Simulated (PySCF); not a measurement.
boron trihydride, BH₃, SMILES B, point group D3h.

Force field and properties: B3LYP/pcJ-1 (PySCF, grid level 2). Vibrational terms come from second-order perturbation theory with semi-diagonal cubic constants, by steps of ±0.6 along the normal coordinates of each isotopologue. The parent has the commonest isotopes.

Equilibrium geometry (Å):

```csv
atom,x,y,z
B1,0.0102,0.0048,-0.0229
H2,-0.8558,-0.8094,-0.0396
H3,-0.2619,1.1615,0.0128
H4,1.1485,-0.3377,-0.0418
```

Problem. How much do zero-point and thermal motion change the parent's shieldings?

Solution. 
| atom | σe (ppm) | anharmonic part, 0 K | harmonic part, 0 K | Δσ at 0 K | Δσ at 100 K | Δσ at 350 K |
| --- | --- | --- | --- | --- | --- | --- |
| B1 | 2.54 | -0.35 | -3.18 | -3.53 | -3.54 | -3.59 |
| H2 | 23.51 | -0.11 | -0.39 | -0.50 | -0.50 | -0.51 |

Problem. And the bond lengths, in the parent and with ²H at 2?

Solution. 
```json
{"bond": "B1–H2", "re (Å)": "1.1888", "⟨r⟩ at 0 K": "1.2091", "between mean positions": "1.2021", "⟨r⟩, labelled": "1.2035"}
```

Problem. What are the dipole moments?

Solution. 0.000 D at equilibrium; averaged at 0 K: parent 0.000 D; ²H at 2 0.005 D; ¹⁰B at 1 0.000 D; ²H at 2, ²H at 3 0.005 D; ¹⁰B at 1, ²H at 2 0.005 D; ²H at 2, ²H at 3, ²H at 4 0.000 D. Measured: 0 D (NIST CCCBDB Release 22 (SRD 101), experimental dipoles).

Problem. How do the spin–spin couplings change (quoted for ¹H, ¹³C, ¹⁵N, ¹⁷O and so on whatever the masses)?

Solution. ¹J(B1,H2) 138.1 → 144.1, ¹J(B1,H3) 138.1 → 144.1, ¹J(B1,H4) 138.1 → 144.1, ²J(H2,H3) 2.7 → 3.0, ²J(H2,H4) 2.7 → 3.0, ²J(H3,H4) 2.7 → 3.0 Hz (equilibrium → 0 K average).

The study (102 SCF points, 57 basis functions) took 100 s on 1 thread of Intel Xeon Platinum 8375C @ 2.90GHz (shared host) (rough), peak memory 0.3 GiB, launched as `OMP_NUM_THREADS=1 python ens_run.py task.json out`.
